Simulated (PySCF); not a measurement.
**HCN: bend–stretch map**

Computed with PBE0/[C def2-TZVP, N def2-TZVP, H def2-TZVP], no relativity, density fitting, PySCF.

Rigid scan from the singlet minimum (C–H 1.069 Å, C–N 1.146 Å; H–C–N 180.0°). Coordinate: rows scale both bonds, columns set the N–C–H angle. Energies in kJ/mol from the minimum.

| scale \ angle | 90 | 105 | 120 | 135 | 150 | 165 | 180 |
| --- | --- | --- | --- | --- | --- | --- | --- |
| 0.94 | ? | 205.3 | 150.9 | ? | 70.4 | 49.2 | 42.1 |
| 0.97 | 210.5 | 160.5 | 110.4 | 67.8 | 36.0 | ? | 9.8 |
| 1.00 | 183.7 | 138.6 | ? | 53.5 | 24.1 | 6.1 | ? |
| 1.03 | 175.5 | 135.2 | 93.5 | 57.5 | 30.6 | 14.1 | 8.5 |
| 1.06 | 182.6 | 146.9 | 109.1 | 76.4 | 51.8 | 36.7 | 31.6 |
| 1.10 | 210.4 | 180.8 | 148.1 | 119.5 | 98.0 | 84.8 | 80.3 |

Q: Fill in the five missing cells, row by row.

A: 260.3, 104.8, 16.4, 92.7, 0.0.

The bond scale of lowest energy on the grid is 1.03 at 90°, 1.03 at 105°, 1.00 at 120°, 1.00 at 135°, 1.00 at 150°, 1.00 at 165°, 1.00 at 180°.
